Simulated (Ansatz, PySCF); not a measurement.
Species: CHN, charge 0, singlet. CHN (formonitrile, SMILES C#N).
B3LYP-D3(BJ)/def2-TZVP minimum from Ansatz (a first-principles code):
```
C
N 1 1.1462
H 1 1.0667 2 180.00
```
Charge 0, spin multiplicity 1.

Total energies in hartree (Ansatz). Open shells are spin-unrestricted; no spin-orbit coupling. Correlated methods leave the cores frozen. No relativity. For partners of very few electrons the exact lower level stands in for a higher one.

| species | HF/cc-pVTZ | CCSD(T)/cc-pVTZ | HF/cc-pVQZ | CCSD(T)/cc-pVQZ | CCSDT(Q)/cc-pVQZ |
|---|---|---|---|---|---|
| 1: CHN (formonitrile, SMILES C#N) | -92.90894 | -93.27480 | -92.91529 | -93.30107 | -93.30243 |
| 2: C (triplet) | -37.69157 | -37.78076 | -37.69331 | -37.78654 | -37.78704 |
| 3: N (quartet) | -54.40069 | -54.51471 | -54.40372 | -54.52482 | -54.52521 |
| 4: H (doublet) | -0.49981 | -0.49981 | -0.49995 | -0.49995 | -0.49995 |

Problem. Work out the enthalpy of formation at 298 K (by atomisation, with ideal-gas terms from PySCF's Hessian at B3LYP-D3(BJ)/def2-TZVP and the atoms' measured values of the G2/97 table; no spin-orbit terms) in kcal/mol: take Hartree-Fock from cc-pVQZ, extrapolate the CCSD(T) correlation energy as X^-3 (X = 3, 4), and add CCSDT(Q) - CCSD(T) in cc-pVQZ. The further terms named in the bracket sum to +0.54866 hartree. 1 hartree = 627.51 kcal/mol.

Solution. 
Species 1: correlation (64·(-0.38578) - 27·(-0.36586))/37 = -0.40032; step -0.00136; E1 = -92.91529 + (-0.40032) + (-0.00136) = -93.31697
Species 2: correlation (64·(-0.09323) - 27·(-0.08919))/37 = -0.09618; step -0.00050; E2 = -37.69331 + (-0.09618) + (-0.00050) = -37.78999
Species 3: correlation (64·(-0.12110) - 27·(-0.11402))/37 = -0.12627; step -0.00039; E3 = -54.40372 + (-0.12627) + (-0.00039) = -54.53038
Species 4: correlation (64·(0.00000) - 27·(0.00000))/37 = 0.00000; step +0.00000; E4 = -0.49995 + (0.00000) + (+0.00000) = -0.49995
+1·E1 -1·E2 -1·E3 -1·E4 +0.54866 = 0.05201 hartree = 32.6 kcal/mol. Measured: 30.9 kcal/mol, 129.3 kJ/mol (Active Thermochemical Tables 1.112 (ions: stationary electron), as tabulated in the package chemicals); atomic spin-orbit terms, which the calculations lack, would raise the computed values. The composite differs from it by +1.7 kcal/mol; core, relativistic and spin-orbit terms are not in it.
